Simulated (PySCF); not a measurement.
## Stretching NaMg⁻

Set-up: Na aug-cc-pVDZ, Mg aug-cc-pVDZ; no relativity (PySCF 2.14). Energies in eV from Na⁻ + Mg in their ground configurations at the same level. State: ¹Σ⁺ (singlet), closed shell.

| R (Å) | RHF-CCSD |
| --- | --- |
| 3.374 | -0.1205 |
| 3.524 | -0.1479 |
| 3.636 | -0.1603 |
| 3.749 | -0.1676 |
| 3.861 | -0.1710 |
| 4.011 | -0.1709 |
| 4.199 | -0.1659 |
| 4.424 | -0.1555 |

Q: Put a parabola through the three lowest points of the RHF-CCSD curve and estimate Re, k and ωe (reduced mass 11.74 u; 1 eV/Å² = 0.16022 mdyn/Å; ωe = 1302.8·√(k/μ) cm⁻¹).

A: Through R = 3.749, 3.861, 4.011 Å the second-order coefficient is 0.118 eV/Å², so Re ≈ 3.933 Å, k ≈ 0.0379 mdyn/Å and ωe ≈ 74 cm⁻¹. A polynomial fit of higher order to the unrounded RHF-CCSD energies gives Re = 3.932 Å, k = 0.0314 mdyn/Å, ωe = 67.4 cm⁻¹; anharmonicity and rounding make the difference.

The higher-order fit for each curve: RHF-CCSD: Re = 3.932 Å, ωe = 67.4 cm⁻¹, De = 0.171 eV.

Correlated steps freeze 2 core orbitals. The bond is weak. Basis-set superposition, not corrected here, can be much of De in a small basis, most of all at correlated wavefunction levels. For an ion De counts to the pair picked by the measured ionisation energies or electron affinities, which need not be the lowest pair at this level. The CCSD T1 diagnostic is raised, a sign that a single reference may not be enough here.
